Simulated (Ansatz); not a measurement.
```yaml
crystal:
  periodic: [false, false, false]
  atoms:
    - {symbol: Ge, position_ang: [-1.143786, -0.007500, 0.002648]}
    - {symbol: As, position_ang: [1.181065, 0.007744, -0.002735]}
    - {symbol: H, position_ang: [-1.795661, 1.354221, 0.006103]}
    - {symbol: H, position_ang: [-1.779484, -0.696368, 1.186111]}
    - {symbol: H, position_ang: [-1.784984, -0.692998, -1.179804]}
basis:
  gaussian: {orbitals: def2-TZVP}
hamiltonian: {xc: pbe0}
relax: {f_tol: 0.004, max_steps: 80}
```

```sh
$ ansatz run in.yaml --threads 1 --pin off --events-out ev --progress --plain --max-ram 2176MiB
```

Steps of the relaxation (energy above the last step; positions in Å, forces in eV/Å):

```
5
step 1, 702.4 meV
Ge   -1.144   -0.007    0.003   -0.606   -0.303    0.001
As    1.181    0.008   -0.003    0.680    0.177   -0.001
H    -1.796    1.354    0.006    0.127    0.750    0.001
H    -1.779   -0.696    1.186   -0.099   -0.313    0.653
H    -1.785   -0.693   -1.180   -0.102   -0.311   -0.654
```

```
5
step 2, 560.1 meV
Ge   -1.230   -0.065    0.003    0.045    0.019    0.000
As    1.150    0.089   -0.003   -0.010    0.095    0.000
H    -1.657    1.435    0.006    0.109   -0.204   -0.001
H    -1.790   -0.749    1.270   -0.073    0.046   -0.094
H    -1.796   -0.745   -1.264   -0.072    0.045    0.095
```

```
5
step 3, 543.5 meV
Ge   -1.219   -0.101    0.003    0.119   -0.081    0.000
As    1.158    0.164   -0.002   -0.241    0.002    0.001
H    -1.574    1.412    0.006    0.041   -0.031    0.000
H    -1.841   -0.756    1.256    0.040    0.056   -0.047
H    -1.847   -0.753   -1.250    0.040    0.055    0.047
```

```
5
step 4, 537.3 meV
Ge   -1.217   -0.121    0.003    0.099   -0.115    0.000
As    1.138    0.194   -0.002   -0.165   -0.002    0.000
H    -1.533    1.398    0.006    0.016    0.062    0.000
H    -1.853   -0.755    1.258    0.025    0.028   -0.024
H    -1.858   -0.751   -1.251    0.025    0.028    0.024
```

```
5
step 8, 47.8 meV
Ge   -1.180   -0.445    0.002    0.182   -0.345   -0.001
As    0.793    0.660   -0.001   -0.418    0.015    0.001
H    -0.876    1.240    0.004    0.364    0.381    0.000
H    -2.027   -0.747    1.262   -0.064   -0.026   -0.028
H    -2.033   -0.743   -1.255   -0.064   -0.026    0.029
```

```
5
step 9, 244.2 meV
Ge   -1.144   -0.540    0.002   -0.375    0.120    0.001
As    0.689    0.764   -0.001    2.599   -1.006   -0.007
H    -0.686    1.283    0.003   -2.419    1.152    0.007
H    -2.088   -0.773    1.224    0.098   -0.133    0.013
H    -2.094   -0.769   -1.217    0.098   -0.133   -0.014
```

```
5
step 15, 0.0 meV
Ge   -1.172   -0.477    0.002    0.002    0.001    0.000
As    0.757    0.683   -0.001    0.000    0.001    0.000
H    -0.786    1.329    0.004    0.000   -0.001    0.000
H    -2.058   -0.787    1.241   -0.001    0.000    0.001
H    -2.064   -0.783   -1.234   -0.001    0.000   -0.001
```

Close pairs at the end: Ge1–H5 1.555 Å, Ge1–H4 1.555 Å, As2–H3 1.673 Å, Ge1–H3 1.847 Å, Ge1–As2 2.251 Å.

A stationary point of restricted PBE0 after 15 steps (its stability towards spin polarisation wasn't tested); no frequencies were run, so it isn't proven a minimum. 2 min on 1 thread of Arm Neoverse V1, shared host.
